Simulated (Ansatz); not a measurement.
# Fe₂O₃: a prediction, then the measurements

Level of theory: Ansatz 0.2.0, DFT PBEsol, scalar-relativistic, plane waves, PAW.

Cutoff 420 eV; k points 12×12×12 on the computed 10-atom cell (Γ-centred); Gaussian smearing, width 0.10 eV; collinear spin from starting moments 0.94 0.94 0.94 0.94 0 0 0 0 0 0 μB.

Relaxed structure, symmetry kept:

```cif
data_structure
_symmetry_space_group_name_H-M 'P 1'
_symmetry_Int_Tables_number 1
_cell_length_a 5.1653
_cell_length_b 5.1653
_cell_length_c 5.1653
_cell_angle_alpha 54.097
_cell_angle_beta 54.097
_cell_angle_gamma 54.097
_cell_volume 84.02
loop_
_atom_site_label
_atom_site_type_symbol
_atom_site_fract_x
_atom_site_fract_y
_atom_site_fract_z
_atom_site_occupancy
Fe1 Fe 0.34537 0.34537 0.34537 1
Fe2 Fe 0.15463 0.15463 0.15463 1
Fe3 Fe 0.65463 0.65463 0.65463 1
Fe4 Fe 0.84537 0.84537 0.84537 1
O1 O 0.56396 0.93604 0.25000 1
O2 O 0.25000 0.56396 0.93604 1
O3 O 0.93604 0.25000 0.56396 1
O4 O 0.43604 0.06396 0.75000 1
O5 O 0.75000 0.43604 0.06396 1
O6 O 0.06396 0.75000 0.43604 1
```

| Property | Result |
| --- | --- |
| Space group | R-3c (No. 167) |
| Volume per atom | 8.40 Å³ |
| Formation energy from the elements' standard states (uncorrected) | -1.306 eV/atom |
| Kohn–Sham band gap | none (metal) |
| Density of states at the Fermi level | 10.83 states/eV per cell |
| Löwdin character within 0.5 eV of the Fermi level | Fe 3d 84 %, O 2p 13 % |
| Bulk modulus | 289 GPa |
| Its pressure derivative | 4.6 |
| Bader charges (e) | Fe (4 in the cell) 1.45, O (6 in the cell) -0.97 |
| Total moment | 4.00 μB per cell |
| Site moments (μB; atoms counted from 1 over the whole cell) | Fe (atom 1) 0.85, Fe (atom 2) 0.85, Fe (atom 3) 0.85, Fe (atom 4) 0.85 |

Only this magnetic start was tried.

**What was measured.**

From “Quantitative measurement of cooperative binding in partially dissociated water dimers at the hematite R-cut surface”, 2024, arxiv:2406.18264, for a bulk crystal of Fe2O3: lattice constant a 5.038 Å.

“The Relationship between the Structural Characteristics of α-Fe2O3 Catalysts and Their Lattice Oxygen Reactivity Regarding Hydrogen”, 2023, pmc:10304495 quotes, for a powder of Fe2O3: lattice constant c 13.7438 ± 0.0001 Å.

Measured lattice constant a of Fe2O3: 5.038 Å (quoted in the paper above). This calculation gives 4.698 Å (-6.8 %). So large a difference can come from the functional (as between layers that it hardly binds), but also from another choice of axes, another phase or a misread value. 2 values of this kind are on record (5.0351 to 5.038 Å); this one was drawn at random. 1 more, off the median of the measured values, is set aside. Measured lattice constant c of Fe2O3: 13.7438 Å (powder; quoted in the paper above). This calculation gives 13.188 Å (-4.0 %). 3 values of this kind are on record (13.7438 to 13.77 Å); this one was drawn at random among those near their median, those with a stated uncertainty first. The calculation is for 0 K without zero-point motion. The calculated magnetic order may not be the real one, and cell, gap and energy hang on it, so these differences aren't the functional's alone.

Cost: 6 runs of about 28 core-minutes in all, on AMD EPYC 9R45 (Zen 5) (shared hosts).